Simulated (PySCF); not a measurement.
Compound: phosphorus trifluoride, PF₃.
Geometry (PBE0-D3(BJ)/def2-SVP, Å), atoms numbered from 1 in this order:
```
atom  x, y, z in Å
F1    -0.8266   -1.0649   -0.3780
P2     0.0177   -0.1071    0.5791
F3     1.3789   -0.1382   -0.2532
F4    -0.5321    1.2822    0.0171
```

Theory: TDDFT CAM-B3LYP/def2-SVPD, vertical, gas phase, core orbitals frozen in the response (PySCF).

Frontier orbitals with the atoms that hold most of them (Löwdin shares over 4%, at most four atoms; ? is withheld):

```json
{"orbital": "HOMO-3", "ε (eV)": "-14.53", "atoms": "F1 50%, F4 36%, F3 11%"}
{"orbital": "HOMO-2", "ε (eV)": "-14.53", "atoms": "F3 53%, F4 29%, F1 15%"}
{"orbital": "HOMO-1", "ε (eV)": "-14.17", "atoms": "?"}
{"orbital": "HOMO", "ε (eV)": "?", "atoms": "P2 54%, F4 15%, F1 15%, F3 15%"}
{"orbital": "LUMO", "ε (eV)": "0.50", "atoms": "P2 54%, F3 17%, F1 14%, F4 14%"}
{"orbital": "LUMO+1", "ε (eV)": "0.51", "atoms": "P2 54%, F4 16%, F1 16%, F3 14%"}
{"orbital": "LUMO+2", "ε (eV)": "1.96", "atoms": "P2 58%, F1 14%, F3 14%, F4 14%"}
```

(1) Which atoms hold the HOMO-1, and with what shares?

(2) What is the HOMO energy, and the HOMO–LUMO gap?

Results:

(1) F3 (bonded to P) 34%; F4 (bonded to P) 33%; F1 (bonded to P) 33%.

(2) ε(HOMO) = -11.04 eV; the gap is 11.54 eV (0.4242 hartree).

Within 0.005 eV of a neighbour in this list lie HOMO-3/HOMO-2 (point group found: C3v); within a degenerate set the shares of single atoms can hang on how the components are chosen.

How does S1 compare with the orbital gap of 11.54 eV?

S1 is at 8.09 eV (f = 0.182), 3.45 eV below the gap, made of HOMO→LUMO/LUMO+1 (97%). S1/S2 lie within about 0.01 eV of each other. 

Next come S2 at 8.10 eV (f 0.182), HOMO→LUMO/LUMO+1 (≥97%); S3 at 10.01 eV (f 0.031), HOMO→LUMO+2 (82%), HOMO→LUMO+3 (16%); S4 at 10.16 eV (f 0.238), HOMO→LUMO+3 (76%), HOMO→LUMO+2 (15%); S5 at 10.67 eV (f 0.039), HOMO-1→LUMO/LUMO+1 (≥93%).

Orbitals of the list HOMO-3 to LUMO+2 that lie within 0.01 eV of each other are written together with a slash and their weights summed (≥ marks a lower bound); for degenerate orbitals outside that list single weights are arbitrary.

Without π bonds the low states are Rydberg-like; a valence basis with one diffuse set may place them up to an eV too high.
